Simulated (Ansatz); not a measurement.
The input, for Ansatz 0.2.0:

```yaml
crystal:
  periodic: [false, false, false]
  atoms:
    - {symbol: C, position_ang: [0.000000, 0.039989, 2.130295]}
    - {symbol: C, position_ang: [0.000000, 0.164339, 0.859250]}
    - {symbol: Si, position_ang: [0.000000, -0.126311, -1.203372]}
    - {symbol: H, position_ang: [0.000000, 1.084776, -2.092605]}
basis:
  gaussian: {orbitals: 6-31G}
magnetization: {spin_polarized: true, initial_magnetization: 1}
correlation: {method: ccsdt, electrons: outside_noble_gas}
output: {forces: true}
```

```sh
$ ansatz run in.yaml --threads 1 --pin off --events-out ev --progress --plain --max-ram 2393MiB
```

Problem. Roughly how long does this take on 1 thread of Arm Neoverse V2, shared host, and how much host memory?

Solution. 93 s wall and 0.52 GiB.

```
729 factors; integrals over basis functions are off by at most 5.8e-8 eV
mean field evaluation 1: about -9925.6854 eV, gradient 2.0e1 eV
mean field evaluation 2: about -9925.6953 eV, gradient 2.0e1 eV
mean field evaluation 4: about -9929.4905 eV, gradient 3.1e0 eV
mean field evaluation 8: about -9930.0290 eV, gradient 1.2e0 eV
mean field evaluation 16: about -9930.4456 eV, gradient 3.5e-1 eV
mean field evaluation 32: about -9930.5374 eV, gradient 6.5e-3 eV
mean field evaluation 64: about -9930.4548 eV, gradient 7.2e-3 eV
mean field evaluation 96: about -9930.2770 eV, gradient 7.0e-2 eV
mean field evaluation 128: about -9929.7413 eV, gradient 2.0e-4 eV
mean field evaluation 160: about -9930.1261 eV, gradient 1.2e-3 eV
...
cycle  38  -6.21016807 eV  change    1.1e-5 eV  update   7.5e-6
cycle  39  -6.21016200 eV  change    6.1e-6 eV  update   5.2e-6
cycle  40  -6.21015935 eV  change    2.7e-6 eV  update   4.1e-6
cycle  41  -6.21015538 eV  change    4.0e-6 eV  update   3.3e-6
cycle  42  -6.21015460 eV  change    7.8e-7 eV  update   2.6e-6
cycle  43  -6.21015431 eV  change    2.9e-7 eV  update   2.0e-6
cycle  44  -6.21015474 eV  change   -4.3e-7 eV  update   1.5e-6
cycle  45  -6.21015452 eV  change    2.2e-7 eV  update   1.0e-6
cycle  46  -6.21015452 eV  change   -1.3e-9 eV  update   7.7e-7
cycle  47  -6.21015413 eV  change    3.9e-7 eV  update   5.4e-7
the calculation of the forces begins
WARN: the results are in doubt because the forces break the atoms' symmetry
Total energy: -9937.24029660 eV, -365.1868451966 hartree
Atom 0 at     0.000000     0.039989     2.130295 Å, force     0.000527     0.189015    -0.571071 eV/Å
Atom 1 at     0.000000     0.164339     0.859250 Å, force    -0.000800     0.096563    -1.712787 eV/Å
Atom 2 at     0.000000    -0.126311    -1.203372 Å, force     0.000153    -1.728524     2.169115 eV/Å
Atom 3 at     0.000000     1.084776    -2.092605 Å, force     0.000120     1.442945     0.114743 eV/Å
Dipole moment:    -0.001107     0.073414    -0.421208 e Å
In doubt: the forces break the atoms' symmetry
```
